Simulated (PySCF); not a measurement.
Species: C2HFN2S.
Atom-mapped SMILES: `[F:1][c:2]1[n:3][n:4][cH:5][s:6]1` (hydrogens: H7 on C5)

Method used: PySCF 2.14.0, PBE0/def2-SVPD geometry optimisation, gas phase.

Problem. Give the optimised bond lengths and angles.

Solution. 
| bond | length (bohr) | order |
| --- | --- | --- |
| F1–C2 | 2.469 | single |
| C2–N3 | 2.424 | aromatic |
| N3–N4 | 2.553 | aromatic |
| N4–C5 | 2.444 | aromatic |
| C5–S6 | 3.283 | aromatic |
| C2–S6 | 3.277 | aromatic |
| C5–H7 | 2.058 | single |

Orders are formal, as drawn. A selection of angles:
| angle | degrees |
| --- | --- |
| F1–C2–N3 | 123.4 |
| F1–C2–S6 | 121.0 |
| N3–C2–S6 | 115.6 |
| C2–N3–N4 | 111.9 |
| N3–N4–C5 | 113.4 |
| N4–C5–S6 | 114.2 |
| N4–C5–H7 | 123.6 |
| S6–C5–H7 | 122.2 |
| C2–S6–C5 | 84.9 |

N3 (pyridine-type nitrogen) is bent (angle 111.9°). The 6 heavy atoms lie in one plane (0.001 Å rms). The 5-membered ring C2–N3–N4–C5–S6 has internal angles of 84.9° to 115.6° (sum 540°, against 540° for a flat polygon); it is planar, 0.00 Å rms from its mean plane, widest ring torsion 0°.

Point group: Cs (tolerance 0.08 Å). Stationary, but not proved a minimum.
